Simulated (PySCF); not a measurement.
Basis-set dependence of excited states

Species: methylcyclopentane, C6H12.
Numbering: `[CH3:1][CH:2]1[CH2:3][CH2:4][CH2:5][CH2:6]1` (hydrogens: H7, H8, H9 on C1; H10 on C2; H11, H12 on C3; H13, H14 on C4; H15, H16 on C5; H17, H18 on C6)

Cartesian coordinates in Å at the PBE0-D3(BJ)/def2-SVP level; atoms count from 1:
```xyz
18
C6H12 angstrom
C      2.071   -0.617   -0.147
C      0.556   -0.538   -0.177
C     -0.101   -0.251    1.176
C     -1.536    0.176    0.836
C     -1.488    0.678   -0.628
C     -0.017    0.580   -1.049
H      2.485   -0.813   -1.149
H      2.421   -1.420    0.521
H      2.505    0.330    0.214
H      0.156   -1.500   -0.552
H      0.443    0.579    1.661
H     -0.055   -1.108    1.866
H     -1.907    0.945    1.529
H     -2.226   -0.678    0.927
H     -2.110    0.036   -1.272
H     -1.883    1.700   -0.738
H      0.515    1.519   -0.812
H      0.115    0.399   -2.127
```

TDDFT with PBE0 (PySCF), vertical singlets, core orbitals frozen in the response, spherical d and f functions. One conformer (not necessarily the lowest) at the PBE0-D3(BJ)/def2-SVP geometry, without solvent, vibrations or thermal averaging.

Problem. How do the low singlets change with the basis? Take 6-31G*, 6-31+G*, def2-SVP, aug-cc-pVDZ and def2-TZVP.

Solution. 

```
      basis  functions  diffuse  S1 (eV)  S2 (eV)  S3 (eV)  S4 (eV)  S5 (eV)  LUMO (eV)  α (au)
     6-31G*        108       no     9.76     9.86     9.87    10.22    10.33       2.57    61.1
    6-31+G*        132      yes     8.03     8.13     8.14     8.46     8.56       0.49    67.3
   def2-SVP        144       no     9.00     9.13     9.18     9.58     9.67       1.67    63.5
aug-cc-pVDZ        246      yes     7.57     7.70     7.73     7.99     8.09      -0.03    72.6
  def2-TZVP        258       no     8.48     8.62     8.63     9.12     9.18       1.09    70.3
```

States are compared by their number. Against the largest diffuse basis here (aug-cc-pVDZ, itself not a converged limit), sets without diffuse functions differ by up to 2.19 eV in S1 and 2.24 eV in S5; the smaller diffuse sets differ by up to 0.46 and 0.47 eV. State by state, the largest deviation of a set without diffuse functions is S1 2.19, S2 2.16, S3 2.14, S4 2.23, S5 2.24 eV. The same number needn't mean the same state in each row. Against aug-cc-pVDZ the polarisability deviates by -16% in 6-31G*, -7% in 6-31+G*, -13% in def2-SVP, -3% in def2-TZVP. A single + in a Pople set puts diffuse functions on heavy atoms only.
